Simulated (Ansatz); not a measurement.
# BHF (quartet): wave-function methods side by side, def2-QZVPP

One table from this session's results is given with a row withheld; the runs are named, their logs left out.

The runs use Ansatz 0.2.0, Gaussian basis; def2-QZVPP, core rule «outside noble gas», up to 2 orbitals frozen.

To be run: UHF; ROHF; CCSD(T) on UHF.

2 further runs of the same task are left out: 2 set aside as unsound or not needed.

## The system

The geometry is a PBE0/def2-TZVP stationary point (not a proven minimum) of the parent state, kept for this charge and spin.

3 atoms, charge 0, spin multiplicity 4.

Atoms are counted from 1 here; the program's logs count them from 0.

Bond lengths: B1–F2 1.301 Å, B1–H3 1.206 Å. Angles: F2–B1–H3 121.0°.

Set-up of the first run:

Input file in.yaml:

```yaml
crystal:
  periodic: [false, false, false]
  atoms:
    - {symbol: B, position_ang: [0.000000, -0.193343, 0.758138]}
    - {symbol: F, position_ang: [0.000000, 0.073312, -0.515115]}
    - {symbol: H, position_ang: [0.000000, 0.691921, 1.577603]}
basis:
  gaussian: {orbitals: "def2-QZVPP.json"}
magnetization: {spin_polarized: true, initial_magnetization: 3}
hamiltonian: {xc: hf}
output: {orbitals: {seedname: orbitals}}
```

Run with:

```bash
$ ansatz run in.yaml --threads 1 --pin off --events-out ev --progress --plain --max-ram 2393MiB
```

Among the steps run: UHF; ROHF; CCSD(T) on UHF.

One table of the session follows, with a row left open; its other results are not shown here.

It belongs to the step «Misses and costs». 

```
  method  from UCCSD(T) (kcal/mol)
    ROHF                   +218.54
     UHF                         ?
    UMP2                    +11.28
   UCCSD                     +7.36
UCCSD(T)                         0
```

Q: Estimate the row for UHF from the others.

**Answer.** from UCCSD(T) (kcal/mol): +217.65. In the column «from UCCSD(T) (kcal/mol)» it lies between UMP2 (+11.28) and ROHF (+218.54).
